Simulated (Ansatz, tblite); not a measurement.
# The cluster Cu₂S: charged states by level of theory

The task here is to estimate one member of a computed series from the others.

The runs use Ansatz 0.2.0, Gaussian basis; as each input shows.

The runs, in order: charge +1 doublet, at the geometry of the singlet (PBE0-D4/def2-TZVP, PBE-D4/def2-TZVP, r2SCAN-D4/def2-TZVP, CCSD(T)/def2-TZVPP); charge -1 doublet, at the geometry of the singlet (PBE0-D4/def2-TZVPD, PBE-D4/def2-TZVPD, r2SCAN-D4/def2-TZVPD, CCSD(T)/def2-TZVPD); the starting singlet's energies come from earlier runs.

3 further runs of the same task are left out: 3 set aside as unsound or not needed. Runs told in other sessions of the task aren't counted.

## The relaxed structure

The singlet was relaxed beforehand with B3LYP-D4/def2-TZVP. At that level it is the lowest of the isomers that a small search found.

3 atoms, charge 0, spin multiplicity 1.

Atoms are counted from 1 here; the program's logs count them from 0.

Bond lengths: Cu1–S3 2.121 Å, Cu2–S3 2.121 Å. Angles: Cu1–S3–Cu2 77.3°.

No spin-orbit coupling is included.

Set-up of the first run:

in.yaml

```yaml
crystal:
  periodic: [false, false, false]
  atoms:
    - {symbol: Cu, position_ang: [0.566577, 1.186038, -0.576570]}
    - {symbol: Cu, position_ang: [0.123745, -0.667226, 1.264757]}
    - {symbol: S, position_ang: [-0.690322, -0.518802, -0.688187]}
basis:
  gaussian: {orbitals: def2-TZVP}
total_charge: 1
magnetization: {spin_polarized: true, initial_magnetization: 1}
hamiltonian: {xc: pbe0, dispersion: d4}
output: {orbitals: {seedname: orbitals}}
```

On the command line:

```bash
$ ansatz run in.yaml --threads 4 --pin off --events-out ev --progress --plain --max-ram 3916MiB
```

Steps of the session up to this table: Charge +1 doublet at the fixed geometry, PBE0-D4/def2-TZVP; Charge +1 doublet at the fixed geometry, PBE-D4/def2-TZVP; Charge +1 doublet at the fixed geometry, r2SCAN-D4/def2-TZVP; Charge +1 doublet at the fixed geometry, CCSD(T)/def2-TZVPP; Charge -1 doublet at the fixed geometry, PBE0-D4/def2-TZVPD; Charge -1 doublet at the fixed geometry, PBE-D4/def2-TZVPD; Charge -1 doublet at the fixed geometry, r2SCAN-D4/def2-TZVPD; Charge -1 doublet at the fixed geometry, CCSD(T)/def2-TZVPD.

One table of the session follows, with a row left open; its other results are not shown here.

It belongs to the step «Vertical electron affinity». 

```
              method  vertical electron affinity (eV)
       HF/def2-TZVPD                             0.38
   PBE-D4/def2-TZVPD                             1.32
r2SCAN-D4/def2-TZVPD                             1.32
  PBE0-D4/def2-TZVPD                             1.13
      MP2/def2-TZVPD                             0.77
     CCSD/def2-TZVPD                                ?
  CCSD(T)/def2-TZVPD                             0.96
```

Estimate the missing values for CCSD/def2-TZVPD.

The run gave: vertical electron affinity (eV): 0.84. In the column «vertical electron affinity (eV)» it lies between MP2/def2-TZVPD (0.77) and CCSD(T)/def2-TZVPD (0.96).

Limits of these values: The anion's highest level is positive in at least one run, so there the basis alone may hold the extra electron.
